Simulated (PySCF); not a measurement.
**A search over the determinants of NaCl**

Unrestricted PBE0; PySCF, no relativity, basis sets Na def2-TZVPP, Cl def2-TZVPP. Outer shells of the fragments: Na 3s1; Cl 3s2 3p5.

Followed along the bond (rough minima from three points):

| 2Ms+1 | unpaired | ⟨S²⟩ at the start | R at minimum (Å) | Te (eV) |
| --- | --- | --- | --- | --- |
| 1 | none | 0.00 | 2.37 | 0.00 |
| 3 | σ ↑, π ↑ | 2.00 | none in the scan | ≤ 4.17 |

Solutions found at the starting distance of 2.545 Å, counted from the lowest of them; the search is not exhaustive and high or unbound solutions are not listed, so other states can lie among these:

| 2Ms+1 | unpaired | term | E (eV) | ⟨S²⟩ | ⟨Lz²⟩ | μ (D) |
| --- | --- | --- | --- | --- | --- | --- |
| 1 | none | ¹Σ⁺ | 0.00 | 0.00 | 0.00 | -9.47 |
| 3 | σ ↑, π ↑ | ³Π | 4.20 | 2.00 | 1.01 | 2.64 |
| 1 | σ ↑, π ↓ | mixed | 4.23 | 1.00 | 1.01 | 2.83 |
| 3 | σ ↑↑ | ³Σ⁺ | 4.52 | 2.00 | 0.00 | 2.65 |
| 3 | π ↑↑ | mixed | 5.76 | 2.00 | 2.01 | 1.03 |
| 3 | π ↑↑ | mixed | 5.85 | 2.00 | 2.01 | 1.22 |

A term symbol is given only where ⟨S²⟩ and ⟨Lz²⟩ are close to those of a pure state; real π, δ and φ orbitals otherwise mix terms. A positive dipole means Na(−)Cl(+).

Counting both spins, an empty level lies below a filled one in some of these solutions, because spin and occupation are held.
